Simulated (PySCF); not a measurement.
Bonds (- single, = double, # triple, : aromatic): C1=C2, C2-P3, P3-C4, P3-C5. C1 carries H6, H7; C2 carries H8; C4 carries H9, H10, H11; C5 carries H12, H13, H14. H7 is cis to P3; H6 is trans to P3.

GIAO shifts from PySCF 2.14.0 with density-fitted response routines on PBE0-D3(BJ)/def2-TZVP geometries (one conformer, non-relativistic, equivalent nuclei averaged), against TMS at the same level and in the same medium; PCM means IEF-PCM chloroform.

Measured (solution, not stated per compound (mostly CDCl3 or CCl4); Pretsch, Buehlmann, Badertscher, Structure Determination of Organic Compounds, 4th ed. (2009)): H8 6.23, H6 5.51, H7 5.39 ppm.

Question: Which unscaled values do B97-2/pcSseg-2, gas; WP04/pcSseg-2, PCM; wB97X-D/pcSseg-2, PCM give, and how close are they?

Answer: 
| atoms | measured | B97-2/pcSseg-2, gas | WP04/pcSseg-2, PCM | wB97X-D/pcSseg-2, PCM |
| --- | --- | --- | --- | --- |
| H8 | 6.23 | 6.83 | 6.54 | 6.98 |
| H6 | 5.51 | 5.83 | 5.65 | 6.00 |
| H7 | 5.39 | 5.45 | 5.34 | 5.70 |

Mean absolute error for $^{1}$H: B97-2/pcSseg-2, gas 0.33, WP04/pcSseg-2, PCM 0.17, wB97X-D/pcSseg-2, PCM 0.52 ppm.
